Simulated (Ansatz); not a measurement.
# SiH₄S (triplet): wave-function methods side by side at distance Si1–H5 along a hydrogen transfer = 1.720 Å, cc-pVDZ

The task here is to estimate one member of a computed series from the others.

Computed with Ansatz 0.2.0, Gaussian basis. Level: cc-pVDZ, core rule «outside noble gas», up to 10 orbitals frozen.

Plan: UHF; CCSD(T) on ROHF; CCSD(T) on UHF; BCCD(T) on ROHF; CISD; CCSDT(Q) on ROHF; CCSDT(Q) on UHF; CASSCF and MRCISD+Q, 4 electrons in 4 orbitals; CASSCF and NEVPT2, 4 electrons in 4 orbitals.

11 further runs of the same task are left out: 1 for a mislabelled method, 7 that didn't finish, 3 set aside as unsound or not needed.

## The system

The geometry derives from fragments relaxed apart (PBE0/def2-TZVP) and kept rigid, so it is no stationary point. A hydrogen atom is moved between rigid fragments.

6 atoms, charge 0, spin multiplicity 3.

Atoms are counted from 1 here; the program's logs count them from 0.

Bond lengths: Si1–H2 1.485 Å, Si1–H3 1.485 Å, Si1–H4 1.485 Å, Si1–H5 1.720 Å. Angles: H2–Si1–H3 109.5°, H2–Si1–H4 109.5°, H2–Si1–H5 109.5°, H3–Si1–H4 109.5°, H3–Si1–H5 109.5°, H4–Si1–H5 109.5°.

Set-up of the first run:

in.yaml

```yaml
crystal:
  periodic: [false, false, false]
  atoms:
    - {symbol: Si, position_ang: [-1.847194, 0.000000, 0.000000]}
    - {symbol: H, position_ang: [-2.342066, 1.399708, 0.000001]}
    - {symbol: H, position_ang: [-2.342066, -0.699854, 1.212183]}
    - {symbol: H, position_ang: [-2.342066, -0.699854, -1.212182]}
    - {symbol: H, position_ang: [-0.127194, 0.000000, 0.000000]}
    - {symbol: S, position_ang: [1.842806, 0.000000, 0.000000]}
basis:
  gaussian: {orbitals: cc-pVDZ}
magnetization: {spin_polarized: true, initial_magnetization: 2}
hamiltonian: {xc: hf}
output: {orbitals: {seedname: orbitals}}
```

The run is started by

```
$ ansatz run in.yaml --threads 1 --pin off --events-out ev --progress --plain --max-ram 2393MiB
```

Steps of the session up to this table: UHF; CCSD(T) on ROHF; CCSD(T) on UHF; BCCD(T) on ROHF; CISD; CCSDT(Q) on ROHF; CCSDT(Q) on UHF; CASSCF and MRCISD+Q, 4 electrons in 4 orbitals; CASSCF and NEVPT2, 4 electrons in 4 orbitals.

One table of the session follows, with a row left open; its other results are not shown here.

| method | from UCCSDT(Q) (meV) |
| --- | --- |
| ROHF | +7341.1 |
| UHF | +7180.0 |
| RMP2 | +1497.0 |
| UMP2 | +1514.8 |
| CISD | +832.6 |
| RCCSD | +167.3 |
| UCCSD | +163.8 |
| RCCSD(T) | +36.0 |
| UCCSD(T) | +35.6 |
| BCCD(T) | +35.3 |
| RCCSDT | +7.0 |
| UCCSDT | +6.5 |
| RCCSDT(Q) | +0.4 |
| UCCSDT(Q) | 0 |
| CASSCF pair | ? |
| NEVPT2 pair | +1434.9 |
| MRCISD pair | +729.8 |
| MRCISD+Q pair | +47.3 |

Estimate the missing values for CASSCF pair.

**Answer.** from UCCSDT(Q) (meV): +6845.0. In the column «from UCCSDT(Q) (meV)» it lies between UMP2 (+1514.8) and UHF (+7180.0).

Limits of these values: Restricted and unrestricted rows rest on different reference determinants; where their highest levels disagree by more than a few hundredths of an eV, they describe different states and don't form one ladder.
